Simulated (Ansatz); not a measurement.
# C₂H₃O+: small, medium and large basis sets

How large a basis does C₂H₃O+ need? Two functionals are run in growing sets.

Program: Ansatz 0.2.0, Gaussian basis. Level of theory: one geometry, several basis sets. These are calculated values, not measurements.

Plan: PBE0-D4/def2-SVP; ωB97M-V/def2-SVP; PBE0-D4/def2-QZVPP; ωB97M-V/def2-QZVPP; the functionals' def2-TZVPP values are taken from earlier runs.

1 further run of the same task is left out (it didn't finish).

## (1) The relaxed structure

All runs share one geometry, relaxed beforehand with PBE0-D4 in a triple-zeta def2 set.

SMILES `CC#[O+]`, 6 atoms, charge 1, spin multiplicity 1.

Atoms are counted from 1 here; the program's logs count them from 0.

Bond lengths: C1–C2 1.418 Å, C1–H4 1.098 Å, C1–H5 1.098 Å, C1–H6 1.098 Å, C2–O3 1.111 Å. Angles: C2–C1–H4 108.3°, C2–C1–H5 108.3°, C2–C1–H6 108.3°, H4–C1–H5 110.6°, H4–C1–H6 110.6°, H5–C1–H6 110.6°, C1–C2–O3 180.0°.

## (2) PBE0-D4 in def2-SVP

Input file in.yaml:

```yaml
crystal:
  periodic: [false, false, false]
  atoms:
    - {symbol: C, position_ang: [-0.321646, 0.308359, -0.192604]}
    - {symbol: C, position_ang: [0.617719, -0.592553, 0.370017]}
    - {symbol: O, position_ang: [1.353886, -1.298038, 0.810746]}
    - {symbol: H, position_ang: [-0.073682, 0.447058, -1.253199]}
    - {symbol: H, position_ang: [-1.324129, -0.126030, -0.083509]}
    - {symbol: H, position_ang: [-0.252149, 1.261204, 0.348549]}
basis:
  gaussian: {orbitals: def2-SVP}
total_charge: 1
hamiltonian: {xc: pbe0, dispersion: d4}
output: {orbitals: {seedname: orbitals}}
```

The runs that follow: ωB97M-V in def2-SVP; PBE0-D4 in def2-QZVPP; ωB97M-V in def2-QZVPP.

**Question.** What will the summary of the whole plan be? Wanted: PBE0-D4: double and triple zeta above quadruple; ωB97M-V: double and triple zeta above quadruple.

As calculated:

| quantity | value |
| --- | --- |
| PBE0-D4: double and triple zeta above quadruple | 5.03, 0.22 eV |
| ωB97M-V: double and triple zeta above quadruple | 5.19, 0.21 eV |

For PBE0-D4 the step from double to triple zeta gains 4.81 eV and the next only 0.22 eV. Total energies overstate the basis error of differences, where much of it tends to cancel.
